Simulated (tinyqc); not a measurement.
Worked calculation (part 1 of 2): MP2 on RHF in the sto-3g basis, for H2F+, spin multiplicity 1. Computed by tinyqc, a small Python program that keeps every step (integrals from PySCF). Settings: charge = 1, multiplicity = 1, basis = sto-3g, method = RHF, energy threshold = 1e-10, iteration cap = 75, orthogonalisation = canonical, start = atomic densities, DIIS depth = 6. Command: `OMP_NUM_THREADS=1 python tinyqc.py 20547 20548 out.jsonl` (the two numbers bound the seeds that draw the settings). One thread of a shared host (Intel(R) Xeon(R) Processor @ 2.60GHz), about 0.2 s of CPU time with the checks. The early iterations of the SCF are left out here.

## One-electron integrals

Geometry (angstrom):
```
atom       x        y       z
F     0.0000   0.0000  0.0000
H     0.0000   0.7360  0.5090
H     0.0000  -0.8000  0.5540
```

Basis sto-3g: exponents (1/bohr^2) and contraction coefficients of normalised primitives:
```
element  l (shell)  exponent  coefficient
F            s (1)  166.6791       0.1543
F            s (1)   30.3608       0.5353
F            s (1)    8.2168       0.4446
F            s (2)    6.4648      -0.1000
F            s (2)    1.5023       0.3995
F            s (2)    0.4886       0.7001
F            p (3)    6.4648       0.1559
F            p (3)    1.5023       0.6077
F            p (3)    0.4886       0.3920
H            s (1)    3.4253       0.1543
H            s (1)    0.6239       0.5353
H            s (1)    0.1689       0.4446
```

Overlap, kinetic and nuclear-attraction integrals over the contracted functions; the nuclear repulsion is the sum of Za Zb / Rab.

nuclear repulsion = 10.560798 hartree

overlap S:
```
         1F 1s   1F 2s  1F 2px   1F 2py  1F 2pz   2H 1s    3H 1s
1F 1s   1.0000  0.2380  0.0000   0.0000  0.0000  0.0521   0.0433
1F 2s   0.2380  1.0000  0.0000   0.0000  0.0000  0.4639   0.4121
1F 2px  0.0000  0.0000  1.0000   0.0000  0.0000  0.0000   0.0000
1F 2py  0.0000  0.0000  0.0000   1.0000  0.0000  0.2934  -0.2708
1F 2pz  0.0000  0.0000  0.0000   0.0000  1.0000  0.2029   0.1876
2H 1s   0.0521  0.4639  0.0000   0.2934  0.2029  1.0000   0.2436
3H 1s   0.0433  0.4121  0.0000  -0.2708  0.1876  0.2436   1.0000
```

kinetic energy T (hartree):
```
          1F 1s    1F 2s  1F 2px   1F 2py  1F 2pz   2H 1s    3H 1s
1F 1s   36.9846  -0.2129  0.0000   0.0000  0.0000  0.0020  -0.0034
1F 2s   -0.2129   1.0380  0.0000   0.0000  0.0000  0.1409   0.1005
1F 2px   0.0000   0.0000  3.2480   0.0000  0.0000  0.0000   0.0000
1F 2py   0.0000   0.0000  0.0000   3.2480  0.0000  0.2406  -0.1908
1F 2pz   0.0000   0.0000  0.0000   0.0000  3.2480  0.1664   0.1321
2H 1s    0.0020   0.1409  0.0000   0.2406  0.1664  0.7600   0.0067
3H 1s   -0.0034   0.1005  0.0000  -0.1908  0.1321  0.0067   0.7600
```

nuclear attraction V (hartree):
```
           1F 1s     1F 2s    1F 2px    1F 2py    1F 2pz    2H 1s    3H 1s
1F 1s   -78.1447   -9.4470    0.0000   -0.0020   -0.0166  -2.1341  -1.7668
1F 2s    -9.4470  -12.6682    0.0000   -0.0212   -0.1991  -4.6130  -4.0027
1F 2px    0.0000    0.0000  -12.4997    0.0000    0.0000   0.0000   0.0000
1F 2py   -0.0020   -0.0212    0.0000  -12.6521   -0.0107  -2.5588   2.2823
1F 2pz   -0.0166   -0.1991    0.0000   -0.0107  -12.5727  -1.8328  -1.6418
2H 1s    -2.1341   -4.6130    0.0000   -2.5588   -1.8328  -6.6449  -1.7635
3H 1s    -1.7668   -4.0027    0.0000    2.2823   -1.6418  -1.7635  -6.2969
```

core Hamiltonian H = T + V (hartree):
```
           1F 1s     1F 2s   1F 2px   1F 2py   1F 2pz    2H 1s    3H 1s
1F 1s   -41.1602   -9.6598   0.0000  -0.0020  -0.0166  -2.1321  -1.7702
1F 2s    -9.6598  -11.6302   0.0000  -0.0212  -0.1991  -4.4721  -3.9021
1F 2px    0.0000    0.0000  -9.2517   0.0000   0.0000   0.0000   0.0000
1F 2py   -0.0020   -0.0212   0.0000  -9.4041  -0.0107  -2.3182   2.0915
1F 2pz   -0.0166   -0.1991   0.0000  -0.0107  -9.3247  -1.6664  -1.5096
2H 1s    -2.1321   -4.4721   0.0000  -2.3182  -1.6664  -5.8848  -1.7568
3H 1s    -1.7702   -3.9021   0.0000   2.0915  -1.5096  -1.7568  -5.5369
```

## Two-electron integrals

Functions are numbered as in S; the eight-fold symmetry (ij|kl) = (ji|kl) = (kl|ij) leaves the list below.

Two-electron integrals (ij|kl) in chemists' order, unique and non-zero (hartree):
```
(11|11) 5.4035      (21|11) 0.8419      (21|21) 0.1563      (22|11) 1.2680
(22|21) 0.2923      (22|22) 0.9262      (31|31) 0.0280      (32|31) 0.0432
(32|32) 0.2046      (33|11) 1.2645      (33|21) 0.2924      (33|22) 0.9260
(33|33) 0.9975      (41|41) 0.0280      (42|41) 0.0432      (42|42) 0.2046
(43|43) 0.0538      (44|11) 1.2645      (44|21) 0.2924      (44|22) 0.9260
(44|33) 0.8900      (44|44) 0.9975      (51|51) 0.0280      (52|51) 0.0432
(52|52) 0.2046      (53|53) 0.0538      (54|54) 0.0538      (55|11) 1.2645
(55|21) 0.2924      (55|22) 0.9260      (55|33) 0.8900      (55|44) 0.8900
(55|55) 0.9975      (61|11) 0.1877      (61|21) 0.0345      (61|22) 0.0640
(61|33) 0.0640      (61|41) 0.0012      (61|42) 0.0021      (61|44) 0.0641
(61|51) 0.0008      (61|52) 0.0015      (61|54) 1.35e-04    (61|55) 0.0640
(61|61) 0.0077      (62|11) 0.4409      (62|21) 0.1029      (62|22) 0.3597
(62|33) 0.3547      (62|41) 0.0057      (62|42) 0.0432      (62|44) 0.3646
(62|51) 0.0039      (62|52) 0.0299      (62|54) 0.0069      (62|55) 0.3594
(62|61) 0.0230      (62|62) 0.1670      (63|31) 0.0112      (63|32) 0.0647
(63|43) 0.0092      (63|53) 0.0064      (63|63) 0.0257      (64|11) 0.2341
(64|21) 0.0554      (64|22) 0.2074      (64|33) 0.1983      (64|41) 0.0139
(64|42) 0.0886      (64|44) 0.2226      (64|51) 0.0019      (64|52) 0.0165
(64|54) 0.0104      (64|55) 0.2011      (64|61) 0.0129      (64|62) 0.1180
(64|64) 0.1085      (65|11) 0.1619      (65|21) 0.0383      (65|22) 0.1434
(65|33) 0.1371      (65|41) 0.0019      (65|42) 0.0165      (65|44) 0.1411
(65|51) 0.0125      (65|52) 0.0761      (65|54) 0.0120      (65|55) 0.1518
(65|61) 0.0089      (65|62) 0.0816      (65|64) 0.0573      (65|65) 0.0653
(66|11) 0.5631      (66|21) 0.1335      (66|22) 0.5354      (66|33) 0.5165
(66|41) 0.0101      (66|42) 0.1045      (66|44) 0.5545      (66|51) 0.0070
(66|52) 0.0723      (66|54) 0.0262      (66|55) 0.5347      (66|61) 0.0301
(66|62) 0.3069      (66|64) 0.2519      (66|65) 0.1742      (66|66) 0.7746
(71|11) 0.1555      (71|21) 0.0286      (71|22) 0.0531      (71|33) 0.0531
(71|41) -0.0010     (71|42) -0.0018     (71|44) 0.0532      (71|51) 0.0007
(71|52) 0.0012      (71|54) -1.16e-04   (71|55) 0.0532      (71|61) 0.0063
(71|62) 0.0186      (71|64) 0.0095      (71|65) 0.0072      (71|66) 0.0240
(71|71) 0.0053      (72|11) 0.3824      (72|21) 0.0893      (72|22) 0.3143
(72|33) 0.3098      (72|41) -0.0050     (72|42) -0.0385     (72|44) 0.3187
(72|51) 0.0035      (72|52) 0.0267      (72|54) -0.0062     (72|55) 0.3141
(72|61) 0.0194      (72|62) 0.1223      (72|64) 0.0585      (72|65) 0.0583
(72|66) 0.1883      (72|71) 0.0166      (72|72) 0.1298      (73|31) 0.0095
(73|32) 0.0557      (73|43) -0.0082     (73|53) 0.0057      (73|63) 0.0181
(73|73) 0.0195      (74|11) -0.2099     (74|21) -0.0496     (74|22) -0.1871
(74|33) -0.1790     (74|41) 0.0119      (74|42) 0.0775      (74|44) -0.2005
(74|51) -0.0017     (74|52) -0.0151     (74|54) 0.0093      (74|55) -0.1815
(74|61) -0.0103     (74|62) -0.0613     (74|64) -0.0116     (74|65) -0.0285
(74|66) -0.0830     (74|71) -0.0096     (74|72) -0.0947     (74|74) 0.0881
(75|11) 0.1453      (75|21) 0.0344      (75|22) 0.1296      (75|33) 0.1240
(75|41) -0.0017     (75|42) -0.0151     (75|44) 0.1276      (75|51) 0.0107
(75|52) 0.0661      (75|54) -0.0107     (75|55) 0.1370      (75|61) 0.0078
(75|62) 0.0597      (75|64) 0.0280      (75|65) 0.0462      (75|66) 0.1021
(75|71) 0.0067      (75|72) 0.0656      (75|74) -0.0475     (75|75) 0.0524
(76|11) 0.1607      (76|21) 0.0379      (76|22) 0.1449      (76|33) 0.1422
(76|41) -6.24e-05   (76|42) -0.0007     (76|44) 0.1449      (76|51) 0.0023
(76|52) 0.0214      (76|54) -1.70e-04   (76|55) 0.1475      (76|61) 0.0084
(76|62) 0.0671      (76|64) 0.0407      (76|65) 0.0375      (76|66) 0.1293
(76|71) 0.0070      (76|72) 0.0600      (76|74) -0.0383     (76|75) 0.0344
(76|76) 0.0334      (77|11) 0.5247      (77|21) 0.1245      (77|22) 0.5047
(77|33) 0.4871      (77|41) -0.0090     (77|42) -0.0971     (77|44) 0.5223
(77|51) 0.0062      (77|52) 0.0672      (77|54) -0.0244     (77|55) 0.5040
(77|61) 0.0270      (77|62) 0.2036      (77|64) 0.0856      (77|65) 0.1077
(77|66) 0.3383      (77|71) 0.0233      (77|72) 0.2633      (77|74) -0.2232
(77|75) 0.1545      (77|76) 0.1293      (77|77) 0.7746
```

## Orthogonalisation

S = U s U^T; canonical form X = U s^(-1/2), so that X^T S X = 1. Each column of U has its largest component positive (the first on a tie).

eigenvalues of S: 0.3934  0.4725  0.8994  1.0000  1.0844  1.2944  1.8559

X:
```
              1        2        3       4        5        6       7
1F 1s   -0.3107   0.1456   0.7377  0.0000  -0.6168  -0.0084  0.1640
1F 2s    1.0560  -0.3910  -0.2429  0.0000  -0.2753  -0.0143  0.4364
1F 2px   0.0000   0.0000   0.0000  1.0000   0.0000   0.0000  0.0000
1F 2py   0.3535   0.8032  -0.0037  0.0000   0.0128   0.7059  0.0217
1F 2pz   0.4119  -0.1561   0.6699  0.0000   0.6525  -0.0130  0.1741
2H 1s   -0.9808  -0.5197  -0.1654  0.0000   0.1375   0.3449  0.3986
3H 1s   -0.2710   1.0014  -0.1806  0.0000   0.1450  -0.3936  0.3631
```

## Starting guess

The start is atomic minimal-basis densities projected into this basis (PySCF's MINAO start) and scaled to the electron count of each spin; this density is not idempotent, so its energy is not variational and may lie below the converged one.

D at the start:
```
          1F 1s    1F 2s  1F 2px   1F 2py   1F 2pz    2H 1s    3H 1s
1F 1s    1.9548  -0.4514  0.0000   0.0013   0.0152  -0.0126  -0.0117
1F 2s   -0.4514   1.9153  0.0000  -0.0099  -0.0868   0.0217   0.0263
1F 2px   0.0000   0.0000  1.4847   0.0000   0.0000   0.0000   0.0000
1F 2py   0.0013  -0.0099  0.0000   1.3038  -0.0050   0.1499  -0.1523
1F 2pz   0.0152  -0.0868  0.0000  -0.0050   1.4176   0.0667   0.0692
2H 1s   -0.0126   0.0217  0.0000   0.1499   0.0667   0.9267   0.0594
3H 1s   -0.0117   0.0263  0.0000  -0.1523   0.0692   0.0594   0.9199
```

## Iteration 8 (converged): orbitals

converged F (hartree):
```
           1F 1s    1F 2s   1F 2px   1F 2py   1F 2pz    2H 1s    3H 1s
1F 1s   -26.6435  -6.7956   0.0000  -0.0021  -0.0253  -1.5094  -1.2546
1F 2s    -6.7956  -3.6808   0.0000  -0.0207  -0.1435  -1.4584  -1.2764
1F 2px    0.0000   0.0000  -1.0703   0.0000   0.0000   0.0000   0.0000
1F 2py   -0.0021  -0.0207   0.0000  -1.0526  -0.0140  -0.5900   0.5456
1F 2pz   -0.0253  -0.1435   0.0000  -0.0140  -1.0635  -0.4735  -0.4412
2H 1s    -1.5094  -1.4584   0.0000  -0.5900  -0.4735  -1.0262  -0.4906
3H 1s    -1.2546  -1.2764   0.0000   0.5456  -0.4412  -0.4906  -0.9038
```

Diagonalise F' = X^T F X, C = X C', fill 5 alpha and 5 beta electrons from the bottom; D = 2 C_occ C_occ^T. Each column has its largest component positive (the first on a tie).

F' = X^T F X (hartree):
```
         1        2         3        4         5        6        7
1  -0.5750   0.4286    2.2566   0.0000   -1.8566  -0.0296   0.2349
2   0.4286  -0.0314   -1.2550   0.0000    1.0933  -0.0435  -0.2434
3   2.2566  -1.2550  -12.1388   0.0000   11.2922   0.1870  -5.1726
4   0.0000   0.0000    0.0000  -1.0703    0.0000   0.0000   0.0000
5  -1.8566   1.0933   11.2922   0.0000  -12.6383  -0.1966   5.4182
6  -0.0296  -0.0435    0.1870   0.0000   -0.1966  -1.2473   0.0733
7   0.2349  -0.2434   -5.1726   0.0000    5.4182   0.0733  -4.2525
```

orbital energies (hartree): MO1 -26.6534, MO2 -2.1076, MO3 -1.2482, MO4 -1.1105, MO5 -1.0703, MO6 0.0229, MO7 0.2136

coefficients C:
```
            MO1      MO2      MO3      MO4     MO5      MO6      MO7
1F 1s    0.9946  -0.2478   0.0122   0.0719  0.0000   0.1113   0.0328
1F 2s    0.0239   0.9294  -0.0646  -0.3618  0.0000  -0.7318  -0.2421
1F 2px   0.0000   0.0000   0.0000   0.0000  1.0000   0.0000   0.0000
1F 2py   0.0005   0.0188   0.7380  -0.0509  0.0000   0.1817  -0.8297
1F 2pz   0.0029   0.1297   0.0528   0.8762  0.0000  -0.5386  -0.1468
2H 1s   -0.0052   0.0959   0.3453   0.1694  0.0000   0.5678   1.0376
3H 1s   -0.0043   0.0789  -0.3263   0.2148  0.0000   0.9276  -0.6302
```

D after iteration 8:
```
          1F 1s    1F 2s  1F 2px   1F 2py   1F 2pz    2H 1s    3H 1s
1F 1s    2.1118  -0.4667  0.0000   0.0023   0.0688  -0.0251  -0.0247
1F 2s   -0.4667   1.9990  0.0000  -0.0236  -0.3997   0.0108   0.0333
1F 2px   0.0000   0.0000  2.0000   0.0000   0.0000   0.0000   0.0000
1F 2py   0.0023  -0.0236  0.0000   1.0953  -0.0064   0.4960  -0.5006
1F 2pz   0.0688  -0.3997  0.0000  -0.0064   1.5748   0.3581   0.3624
2H 1s   -0.0251   0.0108  0.0000   0.4960   0.3581   0.3142  -0.1374
3H 1s   -0.0247   0.0333  0.0000  -0.5006   0.3624  -0.1374   0.3178
```

## Convergence

Stop when the energy changes by less than 1e-10 hartree and every element of the error matrix X^T (F D S - S D F) X is below 3e-06.

Course of the cycle:
```
iteration  E (hartree)     change  largest element of the error matrix
1           -94.251775          -                             1.53e+00
2           -98.774687  -4.52e+00                             3.67e-01
3           -98.855143  -8.05e-02                             2.30e-02
4           -98.855711  -5.68e-04                             6.91e-03
5           -98.855734  -2.34e-05                             7.38e-05
6           -98.855734  -5.01e-09                             1.40e-05
7           -98.855734  -3.37e-10                             6.72e-07
8           -98.855734  -9.52e-13                             2.19e-07
```

PySCF RHF in the same basis = -98.855734 hartree

Converged in 8 iterations.

## Populations, bond orders and dipole

Mulliken: Z minus the diagonal of D S on the atom; Loewdin: the same with S^(1/2) D S^(1/2); Mayer order: 2 sum_s sum (D(s) S)_ij (D(s) S)_ji over the two atoms.

Charges (e):
```
atom  Mulliken  Loewdin
1F      0.0032   0.1883
2H      0.4973   0.3941
3H      0.4995   0.4176
```

Mayer bond orders:
```
pair   order
2-1   0.7378
3-1   0.7356
3-2   0.0149
```

dipole moment about the origin, x y z (debye): 0.0000  -0.1857  2.9286

## Integrals over molecular orbitals

(pq|rs) = sum C_ip C_jq C_kr C_ls (ij|kl), one index at a time.

one-electron integrals over orbitals h = C^T H C (hartree):
```
          1        2        3        4        5        6        7
1  -41.1417   0.6856  -0.0334  -0.1891   0.0000  -0.2960  -0.0873
2    0.6856  -9.7209   0.0322   0.3084   0.0000   1.3958   0.4325
3   -0.0334   0.0322  -8.2475  -0.0811   0.0000  -0.4894   2.0574
4   -0.1891   0.3084  -0.0811  -8.8647   0.0000   1.2607   0.1352
5    0.0000   0.0000   0.0000   0.0000  -9.2517   0.0000   0.0000
6   -0.2960   1.3958  -0.4894   1.2607   0.0000  -5.7059   0.0472
7   -0.0873   0.4325   2.0574   0.1352   0.0000   0.0472  -6.1181
```

Two-electron integrals over orbitals (pq|rs), unique and non-zero (hartree):
```
(11|11) 5.3613      (21|11) -0.4986     (21|21) 0.0739      (22|11) 1.1981
(22|21) -0.0182     (22|22) 0.8623      (31|11) 0.0247      (31|21) -0.0030
(31|22) 0.0031      (31|31) 0.0176      (32|11) -0.0114     (32|21) 0.0017
(32|22) 0.0085      (32|31) 0.0260      (32|32) 0.1620      (33|11) 1.0017
(33|21) -0.0081     (33|22) 0.7689      (33|31) -0.0014     (33|32) -0.0076
(33|33) 0.7551      (41|11) 0.1439      (41|21) -0.0177     (41|22) 0.0162
(41|31) 0.0013      (41|32) -2.81e-05   (41|33) 0.0054      (41|41) 0.0295
(42|11) -0.0883     (42|21) 0.0089      (42|22) 0.0148      (42|31) -9.64e-05
(42|32) 2.52e-04    (42|33) -0.0045     (42|41) 0.0295      (42|42) 0.1561
(43|11) 0.0176      (43|21) -0.0009     (43|22) 0.0058      (43|31) -0.0044
(43|32) 0.0027      (43|33) 0.0070      (43|41) -0.0017     (43|42) -0.0091
(43|43) 0.0487      (44|11) 1.1750      (44|21) -0.0153     (44|22) 0.8163
(44|31) 2.78e-04    (44|32) -0.0085     (44|33) 0.7277      (44|41) -0.0121
(44|42) -0.0932     (44|43) 0.0116      (44|44) 0.9172      (51|51) 0.0296
(52|51) 0.0388      (52|52) 0.1792      (53|51) -0.0018     (53|52) -0.0064
(53|53) 0.0395      (54|51) -0.0106     (54|52) -0.0373     (54|53) 0.0025
(54|54) 0.0571      (55|11) 1.2640      (55|21) -0.0139     (55|22) 0.8777
(55|31) 0.0007      (55|32) -0.0059     (55|33) 0.7577      (55|41) 0.0041
(55|42) -0.0484     (55|43) 0.0099      (55|44) 0.8452      (55|55) 0.9975
(61|11) 0.2251      (61|21) -0.0353     (61|22) 0.0038      (61|31) 0.0047
(61|32) 0.0043      (61|33) 0.0022      (61|41) -0.0037     (61|42) -0.0189
(61|43) 3.43e-04    (61|44) 0.0146      (61|55) 0.0061      (61|61) 0.0234
(62|11) -0.2994     (62|21) 0.0075      (62|22) -0.1474     (62|31) 0.0026
(62|32) 0.0151      (62|33) -0.0947     (62|41) -0.0175     (62|42) -0.0373
(62|43) -0.0057     (62|44) -0.1064     (62|55) -0.1537     (62|61) 0.0045
(62|62) 0.0800      (63|11) 0.0950      (63|21) -0.0021     (63|22) 0.0473
(63|31) -0.0045     (63|32) 0.0221      (63|33) 0.0397      (63|41) 2.11e-04
(63|42) -0.0131     (63|43) 0.0162      (63|44) 0.0425      (63|55) 0.0523
(63|61) 2.73e-04    (63|62) -0.0213     (63|63) 0.0678      (64|11) -0.2432
(64|21) 0.0027      (64|22) -0.1260     (64|31) -0.0020     (64|32) -0.0132
(64|33) -0.0769     (64|41) -0.0060     (64|42) 0.0077      (64|43) -0.0030
(64|44) -0.1367     (64|55) -0.1306     (64|61) 0.0009      (64|62) 0.0571
(64|63) -0.0294     (64|64) 0.0669      (65|51) -0.0145     (65|52) -0.0545
(65|53) 0.0074      (65|54) -0.0047     (65|65) 0.0280      (66|11) 0.7230
(66|21) -0.0057     (66|22) 0.5902      (66|31) -0.0035     (66|32) -0.0407
(66|33) 0.5709      (66|41) 0.0170      (66|42) 0.0692      (66|43) -0.0216
(66|44) 0.5499      (66|55) 0.5635      (66|61) -0.0055     (66|62) -0.0569
(66|63) -0.0283     (66|64) -0.0199     (66|66) 0.5864      (71|11) 0.0669
(71|21) -0.0109     (71|22) -1.30e-04   (71|31) -0.0169     (71|32) -0.0248
(71|33) 0.0027      (71|41) 0.0006      (71|42) -0.0032     (71|43) 0.0047
(71|44) 0.0033      (71|55) 0.0018      (71|61) 0.0026      (71|62) -0.0030
(71|63) 0.0045      (71|64) 0.0018      (71|66) 0.0036      (71|71) 0.0190
(72|11) -0.0945     (72|21) 0.0021      (72|22) -0.0467     (72|31) -0.0169
(72|32) -0.0554     (72|33) -0.0220     (72|41) -0.0032     (72|42) -0.0017
(72|43) 0.0251      (72|44) -0.0380     (72|55) -0.0472     (72|61) -0.0030
(72|62) 0.0103      (72|63) 0.0239      (72|64) 0.0175      (72|66) -0.0205
(72|71) 0.0158      (72|72) 0.0581      (73|11) -0.4089     (73|21) 0.0085
(73|22) -0.1854     (73|31) -3.31e-04   (73|32) 0.0170      (73|33) -0.1547
(73|41) 0.0015      (73|42) 0.0585      (73|43) -0.0032     (73|44) -0.1959
(73|55) -0.2157     (73|61) -0.0057     (73|62) 0.0692      (73|63) -0.0188
(73|64) 0.0703      (73|66) -0.0316     (73|71) -0.0015     (73|72) 0.0280
(73|73) 0.1531      (74|11) -0.0269     (74|21) 1.92e-04    (74|22) -0.0111
(74|31) 0.0083      (74|32) 0.0585      (74|33) -0.0106     (74|41) -0.0026
(74|42) -0.0076     (74|43) -0.0128     (74|44) -0.0143     (74|55) -0.0133
(74|61) 0.0028      (74|62) 0.0131      (74|63) 0.0321      (74|64) -0.0039
(74|66) -0.0309     (74|71) -0.0080     (74|72) -0.0087     (74|73) 0.0178
(74|74) 0.0475      (75|51) -0.0043     (75|52) -0.0161     (75|53) -0.0240
(75|54) 0.0012      (75|65) 0.0029      (75|75) 0.0208      (76|11) -0.0080
(76|21) 4.96e-04    (76|22) 0.0049      (76|31) 0.0097      (76|32) 0.0891
(76|33) -0.0086     (76|41) 0.0030      (76|42) 0.0097      (76|43) 0.0359
(76|44) -0.0119     (76|55) -0.0034     (76|61) 3.00e-04    (76|62) -0.0041
(76|63) 0.0638      (76|64) -0.0195     (76|66) -0.0616     (76|71) -0.0096
(76|72) 0.0083      (76|73) 0.0256      (76|74) 0.0477      (76|76) 0.1238
(77|11) 0.8252      (77|21) -0.0080     (77|22) 0.6351      (77|31) 0.0062
(77|32) 0.0495      (77|33) 0.6320      (77|41) 0.0043      (77|42) 0.0101
(77|43) 0.0173      (77|44) 0.6055      (77|55) 0.6174      (77|61) 0.0038
(77|62) -0.0501     (77|63) 0.0498      (77|64) -0.0401     (77|66) 0.5200
(77|71) -0.0046     (77|72) -0.0126     (77|73) -0.0591     (77|74) 0.0236
(77|76) 0.0547      (77|77) 0.6230
```
